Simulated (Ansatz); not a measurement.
**CH₂ClF: small, medium and large basis sets**

An exercise on one series of results from a longer session: the logs are not shown, and one member is left open.

Computed with Ansatz 0.2.0, Gaussian basis. Level: one geometry, several basis sets.

Levels to be run: PBE0-D4/def2-SVP; ωB97M-V/def2-SVP; PBE0-D4/def2-QZVPP; ωB97M-V/def2-QZVPP; CCSD(T)/cc-pV(D+d)Z; CCSD(T)/cc-pV(T+d)Z; CCSD(T)/cc-pV(Q+d)Z; the functionals' def2-TZVPP values are taken from earlier runs.

## The geometry

An earlier PBE0-D4 in a triple-zeta def2 set relaxation fixed the geometry.

SMILES `FCCl`, 5 atoms, charge 0, spin multiplicity 1.

Atoms are counted from 1 here; the program's logs count them from 0.

Bond lengths: F1–C2 1.355 Å, C2–Cl3 1.766 Å, C2–H4 1.089 Å, C2–H5 1.089 Å. Angles: F1–C2–Cl3 110.5°, F1–C2–H4 109.3°, F1–C2–H5 109.3°, Cl3–C2–H4 107.8°, Cl3–C2–H5 107.8°, H4–C2–H5 112.3°.

The first run:

Contents of in.yaml:

```yaml
crystal:
  periodic: [false, false, false]
  atoms:
    - {symbol: F, position_ang: [-0.961009, 0.545405, 0.757837]}
    - {symbol: C, position_ang: [0.093432, 0.074628, 0.049805]}
    - {symbol: Cl, position_ang: [-0.411882, -1.247859, -1.006489]}
    - {symbol: H, position_ang: [0.841965, -0.316888, 0.737580]}
    - {symbol: H, position_ang: [0.487493, 0.871114, -0.580232]}
basis:
  gaussian: {orbitals: def2-SVP}
hamiltonian: {xc: pbe0, dispersion: d4}
output: {orbitals: {seedname: orbitals}}
```

Command:

```
$ ansatz run in.yaml --threads 2 --pin off --events-out ev --progress --plain --max-ram 22528MiB --backend cpu
```

Steps of the session up to this table: PBE0-D4 in def2-SVP; ωB97M-V in def2-SVP; PBE0-D4 in def2-QZVPP; ωB97M-V in def2-QZVPP.

One table of the session follows, with a row left open; its other results are not shown here.

| functional | basis | HOMO (eV) | LUMO (eV) |
| --- | --- | --- | --- |
| PBE0-D4 | def2-SVP | -8.61 | 1.33 |
| PBE0-D4 | def2-TZVPP | ? | ? |
| PBE0-D4 | def2-QZVPP | -8.88 | 0.30 |
| ωB97M-V | def2-SVP | -10.90 | 3.39 |
| ωB97M-V | def2-TZVPP | -11.15 | 2.67 |
| ωB97M-V | def2-QZVPP | -11.21 | 1.79 |

**Question.** Estimate the row for PBE0-D4, def2-TZVPP.

**Answer.** HOMO (eV): -8.82; LUMO (eV): 0.71. In the column «HOMO (eV)» it lies between PBE0-D4, def2-QZVPP (-8.88) and PBE0-D4, def2-SVP (-8.61).
